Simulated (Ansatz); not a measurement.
Species: CH3O, charge 0, multiplicity 2. It need not be the lowest isomer of its formula. 
Geometry from a B3LYP-D3(BJ)/def2-TZVP (Ansatz, a quantum-chemistry and plane-wave program) optimisation:
```
C
O 1 1.3645
H 2 0.9632 1 109.87
H 1 1.0785 2 113.74 3 175.53
H 1 1.0823 4 121.49 2 153.15
```
Charge 0, spin multiplicity 2.

Basis-set convergence of Hartree-Fock and CCSD(T) correlation energies (hartree) with Ansatz. Correlated levels leave the core frozen unless marked. Open shells are spin-unrestricted. Spin-orbit coupling is left out. No relativistic terms.

```
basis    functions       E(HF)  E(corr, CCSD(T))
-------  ---------  ----------  ----------------
cc-pVDZ         43  -114.42376          -0.34020
cc-pVTZ        102  -114.46247          -0.42552
cc-pVQZ        200  -114.47189          -0.45274
```

Extrapolating the two largest sets (X = 3 and 4) as X^-3: E(corr) = (64·(-0.45274) - 27·(-0.42552))/37 = -0.4726 Eh, an estimate of the basis-set limit. The largest set recovers 95.8 % of it, the smallest 72.0 %.
